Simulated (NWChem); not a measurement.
All runs are NWChem calculations. System: formic acid (CH₂O₂), charge 0, spin multiplicity 1, at a geometry optimised with B3LYP/def2-SVP. Level: RHF/def2-TZVP.

Input file:

```
start mol
memory heap 200 mb stack 900 mb global 1100 mb
geometry units angstroms nocenter noautoz
  O      0.747088     0.832669     0.000000
  C      0.176815    -0.380089     0.000000
  O     -1.003952    -0.588672     0.000000
  H      0.027626     1.490420     0.000000
  H      0.966390    -1.161861     0.000000
  symmetry group Cs
end
basis spherical
  * library def2-tzvp
end
scf
  rhf
  nopen 0
  maxiter 100
  thresh 1e-7
  semidirect memsize 60000000 filesize 0
end
task scf energy
```

Part of the output:

```
             Northwest Computational Chemistry Package (NWChem) 7.3.0
             --------------------------------------------------------

                                NWChem Input Module
                                -------------------

 Scaling coordinates for geometry "geometry" by  1.889725989
 (inverse scale =  0.529177249)

 Turning off AUTOSYM since
 SYMMETRY directive was detected!

                             Geometry "geometry" -> ""
                             -------------------------

 Output coordinates in angstroms (scale by  1.889725989 to convert to a.u.)

  No.       Tag          Charge          X              Y              Z
 ---- ---------------- ---------- -------------- -------------- --------------
    1 O                    8.0000     0.74708800     0.83266900     0.00000000
    2 C                    6.0000     0.17681500    -0.38008900     0.00000000
    3 O                    8.0000    -1.00395200    -0.58867200     0.00000000
    4 H                    1.0000     0.02762600     1.49042000     0.00000000
    5 H                    1.0000     0.96639000    -1.16186100     0.00000000

 Effective nuclear repulsion energy (a.u.)      70.2315508159

            Nuclear Dipole moment (a.u.)
            ----------------------------
        X                 Y               Z
 ---------------- ---------------- ----------------
    -0.0000113384     0.0000018897     0.0000000000

      Symmetry information
      --------------------

 Group name             Cs
 Group number              2
 Group order               2
 No. of unique centers     5

      Symmetry unique atoms

     1    2    3    4    5


 Summary of "ao basis" -> "" (spherical)
 ------------------------------------------------------------------------------
       Tag                 Description            Shells   Functions and Types
 ---------------- ------------------------------  ------  ---------------------
 *                         def2-tzvp                  on all atoms

 Summary of "ao basis" -> "ao basis" (spherical)
 ------------------------------------------------------------------------------
       Tag                 Description            Shells   Functions and Types
 ---------------- ------------------------------  ------  ---------------------
 O                         def2-tzvp                11       31   5s3p2d1f
 C                         def2-tzvp                11       31   5s3p2d1f
 H                         def2-tzvp                 4        6   3s1p

                                 NWChem SCF Module
                                 -----------------

  ao basis        = "ao basis"
  functions       =   105
  atoms           =     5
  closed shells   =    12
  open shells     =     0
  charge          =   0.00
  wavefunction    = RHF
  use symmetry    = T
  symmetry adapt  = T

 Summary of "ao basis" -> "ao basis" (spherical)
 ------------------------------------------------------------------------------
       Tag                 Description            Shells   Functions and Types
 ---------------- ------------------------------  ------  ---------------------
 O                         def2-tzvp                11       31   5s3p2d1f
 C                         def2-tzvp                11       31   5s3p2d1f
 H                         def2-tzvp                 4        6   3s1p

      Symmetry analysis of basis
      --------------------------

        a'         73
        a"         32

 Forming initial guess at       0.1s

      Superposition of Atomic Density Guess
      -------------------------------------

 Sum of atomic energies:        -188.23956110

      Non-variational initial energy
      ------------------------------

 Total energy =    -189.387492
 1-e energy   =    -396.569405
 2-e energy   =     136.950363
 HOMO         =      -0.403359
 LUMO         =       0.024627

      Symmetry analysis of molecular orbitals - initial
      -------------------------------------------------

  Numbering of irreducible representations:

     1 a'          2 a"

  Orbital symmetries:

     1 a'          2 a'          3 a'          4 a'          5 a'
     6 a'          7 a'          8 a'          9 a"         10 a'
    11 a"         12 a'         13 a"         14 a'         15 a'
    16 a'         17 a'         18 a"         19 a'         20 a'
    21 a'         22 a'

 Starting SCF solution at       1.2s

 ----------------------------------------------
         Quadratically convergent ROHF

 Convergence threshold     :          1.000E-07
 Maximum no. of iterations :          100
 Final Fock-matrix accuracy:          1.000E-09
 ----------------------------------------------

              iter       energy          gnorm     gmax       time
             ----- ------------------- --------- --------- --------
                 1     -188.7529643043  1.33D+00  3.34D-01      1.3
                 2     -188.8385963180  3.38D-01  8.00D-02      1.4
                 3     -188.8480634867  1.43D-02  6.38D-03      1.7
                 4     -188.8481033019  1.26D-04  3.37D-05      2.2
                 5     -188.8481033033  4.29D-09  1.08D-09      2.8

       Final RHF  results
       ------------------

         Total SCF energy =   -188.848103303258
      One-electron energy =   -398.187781635649
      Two-electron energy =    139.108127516474
 Nuclear repulsion energy =     70.231550815917

        Time for solution =      1.6s

       Symmetry analysis of molecular orbitals - final
       -----------------------------------------------

  Numbering of irreducible representations:

     1 a'          2 a"

  Orbital symmetries:

     1 a'          2 a'          3 a'          4 a'          5 a'
     6 a'          7 a'          8 a'          9 a"         10 a'
    11 a"         12 a'         13 a'         14 a"         15 a'
    16 a'         17 a'         18 a"         19 a'         20 a'
    21 a'         22 a'

             Final eigenvalues
             -----------------

              1
    1  -20.6267
    2  -20.5638
    3  -11.3959
    4   -1.4776
    5   -1.3775
    6   -0.8936
    7   -0.7241
    8   -0.7126
    9   -0.6394
   10   -0.6034
   11   -0.4976
   12   -0.4735
   13    0.1405
   14    0.1535
   15    0.1804
   16    0.2393
   17    0.2677
   18    0.3305
   19    0.3992
   20    0.4757
   21    0.5517
   22    0.5566

                       ROHF Final Molecular Orbital Analysis
                       -------------------------------------

 Vector   10  Occ=2.000000D+00  E=-6.034243D-01  Symmetry=a'
              MO Center=  2.0D-01,  1.2D-01, -1.9D-17, r^2= 2.1D+00
   Bfn.  Coefficient  Atom+Function         Bfn.  Coefficient  Atom+Function
  ----- ------------  ---------------      ----- ------------  ---------------
     6      0.302732  1 O  px                 9      0.273312  1 O  px
    68      0.240501  3 O  px                37     -0.208895  2 C  px
    71      0.201219  3 O  px

 Vector   11  Occ=2.000000D+00  E=-4.975950D-01  Symmetry=a"
              MO Center= -2.6D-01, -6.0D-02, -2.9D-16, r^2= 1.8D+00
   Bfn.  Coefficient  Atom+Function         Bfn.  Coefficient  Atom+Function
  ----- ------------  ---------------      ----- ------------  ---------------
    70      0.332399  3 O  pz                73      0.301714  3 O  pz
     8     -0.293642  1 O  pz                11     -0.269010  1 O  pz
    14     -0.203629  1 O  pz                76      0.191427  3 O  pz

 Vector   12  Occ=2.000000D+00  E=-4.735280D-01  Symmetry=a'
              MO Center= -5.2D-01, -4.7D-01, -4.4D-17, r^2= 1.5D+00
   Bfn.  Coefficient  Atom+Function         Bfn.  Coefficient  Atom+Function
  ----- ------------  ---------------      ----- ------------  ---------------
    69      0.406175  3 O  py                72      0.366191  3 O  py
    75      0.250199  3 O  py

 Vector   13  Occ=0.000000D+00  E= 1.404584D-01  Symmetry=a'
              MO Center= -1.4D-01,  1.7D+00, -9.4D-17, r^2= 3.5D+00
   Bfn.  Coefficient  Atom+Function         Bfn.  Coefficient  Atom+Function
  ----- ------------  ---------------      ----- ------------  ---------------
    96      1.838067  4 H  s                  5     -1.200325  1 O  s
   102     -0.937415  5 H  s                 36      0.742194  2 C  s
    12      0.354402  1 O  px                67     -0.313322  3 O  s
    44     -0.307548  2 C  py                13     -0.278640  1 O  py
    43      0.229756  2 C  px                35      0.200247  2 C  s

 Vector   14  Occ=0.000000D+00  E= 1.534696D-01  Symmetry=a"
              MO Center=  1.2D-01, -4.7D-01,  1.3D-15, r^2= 2.3D+00
   Bfn.  Coefficient  Atom+Function         Bfn.  Coefficient  Atom+Function
  ----- ------------  ---------------      ----- ------------  ---------------
    45      0.902262  2 C  pz                76     -0.529091  3 O  pz
    14     -0.354589  1 O  pz                42      0.303458  2 C  pz
    39      0.294219  2 C  pz                70     -0.246329  3 O  pz
    73     -0.183319  3 O  pz                 8     -0.158343  1 O  pz

 Vector   15  Occ=0.000000D+00  E= 1.804458D-01  Symmetry=a'
              MO Center=  1.4D+00, -1.5D+00, -2.1D-16, r^2= 3.2D+00
   Bfn.  Coefficient  Atom+Function         Bfn.  Coefficient  Atom+Function
  ----- ------------  ---------------      ----- ------------  ---------------
   102      3.393826  5 H  s                 36     -1.552486  2 C  s
    44      1.154575  2 C  py                43     -1.123206  2 C  px
   101     -0.611028  5 H  s                 67     -0.546791  3 O  s
     5     -0.412946  1 O  s                 75     -0.347369  3 O  py
    12      0.265655  1 O  px                51     -0.167309  2 C  d -2

 center of mass
 --------------
 x =  -0.04045761 y =  -0.01344125 z =   0.00000000

 moments of inertia (a.u.)
 ------------------
          78.431883560875         -62.491702022535           0.000000000000
         -62.491702022535          94.079877218821           0.000000000000
           0.000000000000           0.000000000000         172.511760779697

  Mulliken analysis of the total density
  --------------------------------------

    Atom       Charge   Shell Charges
 -----------   ------   -------------------------------------------------------
    1 O    8     8.48   0.79  1.18  0.56  0.96  0.28  1.85  2.07  0.74  0.00  0.03  0.00
    2 C    6     5.56   0.86  1.12  0.53  0.51  0.05  1.13  0.93  0.15  0.06  0.19  0.02
    3 O    8     8.44   0.79  1.18  0.58  0.94  0.34  1.83  1.95  0.78  0.00  0.03  0.00
    4 H    1     0.64   0.24  0.32  0.04  0.04
    5 H    1     0.89   0.26  0.49  0.11  0.02

       Multipole analysis of the density wrt the origin
       ------------------------------------------------

     L   x y z        total         open         nuclear
     -   - - -        -----         ----         -------
     0   0 0 0     -0.000000      0.000000     24.000000

     1   1 0 0      0.579220      0.000000     -0.000011
     1   0 1 0      0.348581      0.000000      0.000002
     1   0 0 1      0.000000      0.000000      0.000000

     2   2 0 0    -15.345297      0.000000     48.747652
     2   1 1 0     -3.045015      0.000000     29.353200
     2   1 0 1      0.000000      0.000000      0.000000
     2   0 2 0    -10.671979      0.000000     45.556274
     2   0 1 1     -0.000000      0.000000      0.000000
     2   0 0 2    -12.588500      0.000000      0.000000

 Task  times  cpu:        2.8s     wall:        2.8s

 Total times  cpu:        2.9s     wall:        2.9s
```
